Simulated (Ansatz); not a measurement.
We consider fluorite SrCl₂, described by PBE0 (plane waves, PAW; Ansatz, a program for electronic structure).

Numerical settings: plane-wave cutoff 460 eV, 6×6×6 k mesh, Fermi–Dirac smearing 0.01 eV, scalar-relativistic PAW data made under PBE.

The cell is scaled about its equilibrium volume:

| V (Å³/atom) | P (GPa) | direct gap at Γ (eV) | smallest gap on the k mesh (eV) |
|---|---|---|---|
| 27.134 | 2.15 | 7.900 | 7.517 |
| 27.608 | 1.40 | 7.823 | 7.447 |
| 28.562 | 0.07 | 7.672 | 7.310 |
| 29.276 | -0.77 | 7.564 | 7.212 |
| 29.990 | -1.50 | 7.460 | 7.118 |

The fundamental gap (7.30 eV at the equilibrium volume, on the SCF mesh) lies elsewhere than Γ–Γ.

Measured, for comparison: band gap 7.5 eV (temperature not stated, no zero-point or thermal correction; as tabulated in Aguado et al. (1999), arXiv:cond-mat/9901145).

Spin–orbit coupling is not included.
